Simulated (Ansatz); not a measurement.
[SiH5]- (SiH5⁻). The state is a singlet with charge -1. Geometry PBE0-D4/def2-TZVPD; atoms count from 1.

```xyz
6

Si    0.000    0.000    0.000
H     1.121    0.360    1.115
H    -1.121   -0.360   -1.115
H     1.090   -0.577   -0.910
H    -0.376    1.482   -0.100
H    -0.714   -0.905    1.010
```

The highest occupied level of the charge -1 singlet lies above zero (up to 0.11 eV). By energy differences its removal costs 2.03 eV (vertical, to the charge 0 doublet, at PBE0-D4/def2-TZVPD); a positive level beside a positive removal energy at the same level points to self-interaction error.

Q: Estimate the Mulliken populations from the PBE0/def2-TZVPD orbitals of Ansatz.

A: 
```json
{"atom": "Si1", "charge (e)": "-0.73"}
{"atom": "H2", "charge (e)": "-0.08"}
{"atom": "H3", "charge (e)": "-0.08"}
{"atom": "H4", "charge (e)": "-0.04"}
{"atom": "H5", "charge (e)": "-0.04"}
{"atom": "H6", "charge (e)": "-0.04"}
```
Mulliken values and Mayer orders depend strongly on the basis. With diffuse functions, as here, like atoms can get unlike values, and bond orders can come out too low or too high.
